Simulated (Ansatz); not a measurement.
**How the bulk modulus of solid bromine moves with the method**

No measured value is used here.

Task: Put these levels in order of the bulk modulus that they give for solid bromine, smallest first: LDA (Ansatz, an electronic-structure program), PBE (Ansatz), PBEsol (Ansatz), r²SCAN (Ansatz).

Result: PBE (1.2 GPa), PBEsol (6.3 GPa), r²SCAN (8.0 GPa), LDA (16.9 GPa)

Unless a cell is named, each level is at its own relaxed cell (LDA 27.48, PBE 40.63, PBEsol 30.90, r²SCAN 33.09 Å³/atom).

PBE, PBEsol, r²SCAN, LDA: the cell comes from a level without a dispersion term, which matters for the spacing of layers, chains or molecules. Each level is taken at its own relaxed cell. Cutoffs differ between the levels. Ansatz's density-functional and Hartree–Fock values are scalar-relativistic unless marked +SOC, with PAW data made under PBE.
